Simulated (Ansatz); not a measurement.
Compare A (`C/C=N/C(C)=O`) with its isomer B (`CCN=C=CO`).

Computed with Ansatz on PBE0-D4/def2-TZVP structures; ΔE is electronic, products minus reactants. CCSD(T)/CBS adds triple-zeta CCSD(T) − MP2 to the extrapolated MP2 energy (def2 sets, frozen cores). Functionals use def2-TZVPP. B3LYP here is the variant with VWN-RPA as its local correlation; programs differ in this. One conformer a species, not always the lowest.

(1) Which is lower in electronic energy at CCSD(T)/CBS, and by how much? (An estimate is asked.)

(2) Give E(B) − E(A) in kJ/mol with CCSD/def2-TZVPP, PBE0-D4, B3LYP, MP2/def2-TZVPP, B3LYP-D4, r2SCAN-D4, HF/def2-TZVPP. (Estimate.)

Largest T1 diagnostic: 0.015.

Answers

(1) Computed: A, by 163.2 kJ/mol.

(2) Ansatz gave: CCSD/def2-TZVPP 166.9, PBE0-D4 160.8, B3LYP 158.3, MP2/def2-TZVPP 165.8, B3LYP-D4 160.4, r2SCAN-D4 163.5, HF/def2-TZVPP 185.5. None reverses the order clearly.

From PBE to PBE0 (25 % exact exchange), in def2-TZVPP and without D4, E(B) − E(A) moves by +6.7 kJ/mol. In def2-TZVPP, CCSD(T) changes the Hartree–Fock value by −19.8 kJ/mol (the triples alone add −1.2 kJ/mol) and MP2 by −19.7 kJ/mol.
